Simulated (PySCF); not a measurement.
Compound: C5H4.
Geometry (PBE0-D3(BJ)/def2-SVP, Å), atoms numbered from 1 in this order:
```
atom  x, y, z in Å
C1     0.9298   -1.9332   -0.8369
C2     0.5479   -0.9863   -0.1825
C3     0.1001    0.1414    0.6088
C4    -1.1964    0.8438    0.2954
C5    -0.1233    1.4932   -0.0210
H6     1.2671   -2.7700   -1.4197
H7     0.4381    0.0944    1.6563
H8    -2.2779    0.7426    0.3235
H9     0.3786    2.3539   -0.4544
```

The calculation used MP2 and CCSD/aug-cc-pVDZ in PySCF, restricted Hartree–Fock reference, 5 core orbitals frozen, non-relativistic, gas phase, PBE0-D3(BJ)/def2-SVP geometry.

E(HF) = -191.51755 Eh.

Q: How large is the problem?

A: 151 basis functions and 34 electrons; 5 orbitals frozen, which leaves o = 12 correlated occupied and v = 134 virtual orbitals. That is o·v = 1608 singles and o·v(o·v + 1)/2 = 1293636 distinct closed-shell doubles amplitudes before symmetry; the costliest CCSD step grows as o²v⁴ = 4.6 × 10^10.

Q: What are the MP2 and CCSD correlation energies?

A: MP2 -0.6611 Eh and CCSD -0.6921 Eh, which gives totals of -192.17865 and -192.20969 Eh. That is 0.785 eV for each correlated electron at CCSD (1817 kJ/mol in all, 0.360 % of the total energy); MP2 gives 95.5 % of the CCSD value.

Q: What is the T1 diagnostic?

A: 0.0110, below the customary warning level of 0.02. It is the norm of the spatial-orbital singles amplitudes over the root of the number of correlated electrons, so the norm is 0.054.

Q: How does correlation change the dipole moment?

A: HF gives 1.26 D and CCSD (unrelaxed density) 1.12 D, a change of -0.14 D.

No triples correction and no basis-set extrapolation were made.
